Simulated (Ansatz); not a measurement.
# CH₄AlS+ (SMILES [CH2+][AlH][SH]): single points off equilibrium

A test off equilibrium: a frame of a short trajectory is computed at several levels, and each is set against CCSD(T).

The runs use Ansatz 0.2.0, Gaussian basis; single points in def2-TZVPP.

Correlated methods freeze the cores.

**1. Where the work starts**

7 atoms, charge 1, spin multiplicity 1.

Atoms are counted from 1 here; the program's logs count them from 0.

Bond lengths: C1–Al2 1.915 Å, C1–S3 1.952 Å, C1–H4 1.100 Å, C1–H5 1.130 Å, Al2–S3 2.327 Å, Al2–H6 1.572 Å, S3–H7 1.410 Å. Angles: Al2–C1–S3 74.0°, Al2–C1–H4 120.7°, Al2–C1–H5 115.0°, S3–C1–H4 114.0°, S3–C1–H5 111.1°, H4–C1–H5 114.9°, C1–Al2–S3 53.7°, C1–Al2–H6 175.7°, S3–Al2–H6 130.2°, C1–S3–Al2 52.3°, C1–S3–H7 99.5°, Al2–S3–H7 97.5°.

Geometry (Å):

```
C    -0.8711   -0.0777   -0.1375
Al    0.6153    1.1298   -0.1217
S     0.7298   -1.1934   -0.1945
H    -1.5118   -0.1689   -1.0267
H    -1.4088   -0.1871    0.8507
H     1.7634    2.2029   -0.1570
H     0.9103   -1.4134    1.1866
```

**2. PBE-D4/def2-TZVPP**

File run/in.yaml:

```yaml
crystal:
  periodic: [false, false, false]
  atoms:
    - {symbol: C, position_ang: [-0.871124, -0.077660, -0.137457]}
    - {symbol: Al, position_ang: [0.615278, 1.129837, -0.121738]}
    - {symbol: S, position_ang: [0.729760, -1.193431, -0.194479]}
    - {symbol: H, position_ang: [-1.511801, -0.168923, -1.026708]}
    - {symbol: H, position_ang: [-1.408845, -0.187054, 0.850665]}
    - {symbol: H, position_ang: [1.763378, 2.202928, -0.156998]}
    - {symbol: H, position_ang: [0.910336, -1.413365, 1.186630]}
basis:
  gaussian: {orbitals: def2-TZVPP}
total_charge: 1
hamiltonian: {xc: pbe, dispersion: d4}
output: {forces: true}
```

Run with:

```
$ ansatz run in.yaml --threads 2 --pin off --events-out ev --progress --plain --max-ram 3481MiB
```

**3. r2SCAN-D4/def2-TZVPP**

Edit run/in.yaml of step 2 so:

```diff
@@ -13,3 +13,3 @@
 total_charge: 1
-hamiltonian: {xc: pbe, dispersion: d4}
+hamiltonian: {xc: r2scan, dispersion: d4}
 output: {forces: true}
```

**4. PBE0-D4/def2-TZVPP**

Edit run/in.yaml of step 3 so:

```diff
@@ -13,3 +13,3 @@
 total_charge: 1
-hamiltonian: {xc: r2scan, dispersion: d4}
-output: {forces: true}
+hamiltonian: {xc: pbe0, dispersion: d4}
+output: {forces: true, orbitals: {seedname: orbitals}}
```

**5. wB97M-V/def2-TZVPP**

Edit run/in.yaml of step 4 so:

```diff
@@ -13,3 +13,3 @@
 total_charge: 1
-hamiltonian: {xc: pbe0, dispersion: d4}
-output: {forces: true, orbitals: {seedname: orbitals}}
+hamiltonian: {xc: {name: wB97M-V}}
+output: {forces: true}
```

**6. CCSD(T)/def2-TZVPP**

Edit run/in.yaml of step 5 so:

```diff
@@ -13,3 +13,3 @@
 total_charge: 1
-hamiltonian: {xc: {name: wB97M-V}}
+correlation: {method: ccsd_t}
 output: {forces: true}
```

(Steps that only read results are left out.)

What does the calculation give? Wanted: energy less free atoms, CCSD(T)/def2-TZVPP; RMS force component; RMS force error; HOMO and LUMO, PBE0-D4; T1 diagnostic.

**Answer**, as computed:

```
                                  quantity                                                             value
energy less free atoms, CCSD(T)/def2-TZVPP                                                    -1366.4 kJ/mol
                       RMS force component                              0.495 to 0.633 eV/Å over the methods
                           RMS force error  PBE-D4 0.165, r2SCAN-D4 0.100, PBE0-D4 0.143, wB97M-V 0.111 eV/Å
                    HOMO and LUMO, PBE0-D4                                               -13.09 and -6.96 eV
                             T1 diagnostic                                                             0.012
```

What this shows: Against CCSD(T) the functionals' energies less atoms differ by -91.1 to -55.9 kJ/mol, PBE-D4 by -91.1 kJ/mol. CCSD(T) in triple zeta still lacks some correlation energy of the bonds, so part of these gaps is its own basis error and they don't rank the functionals. The forces of r2SCAN-D4 come nearest to CCSD(T), those of PBE-D4 are farthest. Frozen-core CCSD(T) forces in triple zeta carry basis errors of their own, and this is one geometry, so small gaps rank nothing.
